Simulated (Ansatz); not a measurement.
## BS, doublet: the ladder up to full CI

Geometry: a point of a stretch scan, not a stationary point.

```xyz
2

B     0.0000    0.0000    0.0000
S     0.0000    0.0000    1.4130
```

Basis cc-pVDZ; Ansatz 0.2.0. Only valence electrons are correlated (noble-gas cores frozen), which leaves 9 electrons in 26 orbitals. R marks a restricted (for open shells ROHF) determinant, U an unrestricted one. Active spaces: valence = (9e, 8o) chosen from the atoms' valence shells; pair = (3e, 3o) about the gap.

Full CI is exact within this basis and frozen core; it isn't the basis-set limit. The frozen core follows each run's orbitals, which can shift R against U totals by a few meV.

For open shells CISD and CISDTQ are restricted-active-space CI with the open shells as a complete middle space.

```
UHF ⟨S²⟩                          : 0.797
T1 diagnostic (RCCSD)             : 0.0247
largest doubles amplitude (RCCSD) : 0.070
T1 diagnostic (UCCSD)             : 0.0228
```

```csv
level,E − E(full CI) (meV),share of correlation (%),wall time
RHF,5541,0.00,–
UHF,5454,1.57,–
RMP2,758,86.32,–
UMP2,761,86.27,–
CISD,570,89.72,0.68 s
RCCSD,253,95.44,–
UCCSD,251,95.46,–
RCCSD(T),37,99.34,1.1 s
UCCSD(T),39,99.30,1.1 s
BCCD(T),38,99.31,0.94 s
RCCSDT,14,99.75,–
UCCSDT,14,99.75,–
CISDTQ,27,99.51,7 s (H100)
RCCSDT(Q),1,99.99,6 s
UCCSDT(Q),-1,100.02,4.8 s
RCCSDTQ,1,99.99,16 s (H100)
UCCSDTQ,1,99.99,17 s (H100)
CASSCF (pair space),5174,6.62,–
NEVPT2 (pair space),664,88.02,0.79 s
MRCISD (pair space),496,91.05,–
MRCISD+Q (pair space),62,98.87,0.94 s
CASSCF (valence space),3518,36.52,–
NEVPT2 (valence space),730,86.82,1.9 s
MRCISD (valence space),198,96.42,–
MRCISD+Q (valence space),5,99.92,2.8 s
```

The correlation energy at full CI, counted from RHF, is -5.541 eV. That run took 22 s on 5 threads of AMD EPYC 7R13 with a whole H100 80 GB, shared host over 245,880,640 determinants.

Times hold each run's SCF and search for its determinant on a shared host, so for small cases they say little of a method's own cost; rows without a card ran on 1 thread of AMD EPYC 7R13.

The full-CI state has the irrep A1 of C2v, in the program's axes (one component, if the state is degenerate).

Natural occupations of full CI about the gap: 1.978 1.943 1.922 1.922 0.993 0.060 0.060 0.024 0.015 0.015; effectively unpaired electrons, Σ n²(2−n)², 1.09.
